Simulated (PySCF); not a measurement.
Basis set benchmark on one molecule

Molecule: `InChI=1S/F2/c1-2`.

Atom-mapped SMILES (the numbers label the heavy atoms): `[F:1][F:2]`.

Geometry PBE0-D3(BJ)/def2-SVP throughout; GIAO in PySCF 2.14.0 with density-fitted response routines, gas phase, one conformer, non-relativistic; equivalent atoms averaged; functional PBE0.

Reference values (HF/qz2p; gas (isolated, no vibration); M. E. Harding, PhD thesis, Mainz 2008 (Harding, Lenhart, Auer, Gauss, JCP 2008, 128, 244111)): σ(F1/F2) = -177.3 ppm.

Question: How do the basis sets STO-3G, 6-31G, pcSseg-0, 6-31G*, def2-SVP, cc-pVDZ, pcSseg-1, aug-cc-pVDZ, 6-311+G(2d,p), cc-pVTZ, def2-TZVP, IGLO-III, pcSseg-2, pcSseg-3 perform against the reference? Times are CPU seconds on shared hosts with different chips, so compare them loosely.

Answer: 
```tsv
basis set	functions	F1/F2	abs. error F	core-s
STO-3G	10	70.6	247.9	0.5
6-31G	18	-125.7	51.6	0.7
pcSseg-0	18	-170.5	6.8	0.4
6-31G*	28	-95.1	82.2	0.9
def2-SVP	28	-98.5	78.8	0.9
cc-pVDZ	28	-104.3	73.0	0.5
pcSseg-1	34	-142.6	34.7	0.4
aug-cc-pVDZ	46	-111.6	65.7	0.6
6-311+G(2d,p)	54	-139.9	37.4	1.3
cc-pVTZ	60	-120.6	56.7	0.8
def2-TZVP	62	-132.2	45.1	1.7
IGLO-III	70	-148.0	29.3	0.8
pcSseg-2	72	-140.1	37.2	0.7
pcSseg-3	144	-142.4	34.9	2.6
```

For ¹⁹F the closest is pcSseg-0 (6.8 ppm) and the furthest STO-3G (247.9 ppm). Where a smaller basis beats a larger one, errors probably cancel; the largest sets show where the functional converges. One molecule is a small sample, and the reference may use another geometry.

A small basis that lands close on one nucleus may do so by chance; judge by the trend and by all nuclei.
